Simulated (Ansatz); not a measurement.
Process, species as SMILES: [O]Cl (O-Cl) → ClO+ (triplet, bonded as Cl[O]) + e-
B3LYP-D3(BJ)/def2-TZVP geometries, fixed; electronic energies without zero-point terms.

Core correlation in the adiabatic ionisation energy at MP2 with Ansatz (a first-principles code), in eV: frozen core against 1s of Al to Cl frozen alone. Open shells are unrestricted.

```tsv
basis	functions, most	frozen core	1s of Al to Cl frozen alone	core term (second minus first)
cc-pV(D+d)Z	37	10.323	10.325	0.001
cc-pCVDZ	45	10.391	10.394	0.003
cc-pV(T+d)Z	69	10.554	10.550	-0.004
cc-pCVTZ	102	10.559	10.570	0.011
cc-pwCVTZ	102	10.555	10.567	0.012
cc-pV(Q+d)Z	119	10.698	10.700	0.002
cc-pCVQZ	193	10.697	10.711	0.014
cc-pwCVQZ	193	10.700	10.714	0.014
```

The largest core-valence set, cc-pwCVQZ, gives a core term of 0.014 eV; the valence set cc-pV(Q+d)Z, which lacks functions for the core, gives 0.002.
